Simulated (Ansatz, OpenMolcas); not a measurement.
# SiH3F (SMILES F[SiH3]): methods side by side

The species is SiH3F (5 atoms), meant as a singlet with charge 0. As SMILES, `F[SiH3]`. The coordinates come from a PBE0-D4/def2-TZVP relaxation.

```xyz
5

F    -1.2746    0.1628    0.8580
Si    0.0433   -0.0193   -0.0307
H    -0.3678   -0.1926   -1.4437
H     0.7686   -1.2179    0.4516
H     0.8805    1.1934    0.1234
```

Each level gives the energy change with the Si2–H3 bond stretched from 1.482 to 2.964 Å (eV). The values are calculated.

| level | kind | program | value (eV) | less FCI/STO-3G |
| --- | --- | --- | --- | --- |
| HF/STO-3G (restricted) | Hartree–Fock | Ansatz | 8.06 | +3.44 |
| revPBE/STO-3G (restricted) | GGA | Ansatz | 5.17 | +0.55 |
| M06-2X/STO-3G (restricted) | hybrid meta-GGA | OpenMolcas | 6.56 | +1.94 |
| wB97X/STO-3G (restricted) | range-separated hybrid | Ansatz | 6.65 | +2.03 |
| MP2/STO-3G (restricted) | perturbation theory | OpenMolcas | 6.12 | +1.50 |
| SC-NEVPT2(2,2)/STO-3G | multireference | OpenMolcas | 4.67 | +0.05 |
| CCSD/STO-3G (restricted) | coupled cluster or CI | Ansatz | 4.82 | +0.20 |
| CCSDT/STO-3G (restricted) | coupled cluster or CI | Ansatz | 4.63 | +0.01 |
| FCI/STO-3G | exact in the basis | OpenMolcas | 4.62 | 0.00 |

FCI/STO-3G is exact within its basis and frozen core, so for wave-function methods in that basis the difference is their error; functionals converge differently with the basis, so for them it is only a difference. Spin-restricted single references rise too steeply as a bond breaks, Hartree–Fock most of all. Perturbation and coupled-cluster corrections on them can overshoot downwards. The first shape isn't each level's own minimum. The values span 4.62 to 8.06 eV. All rows use very small basis sets, so even the best lies far from the true value.
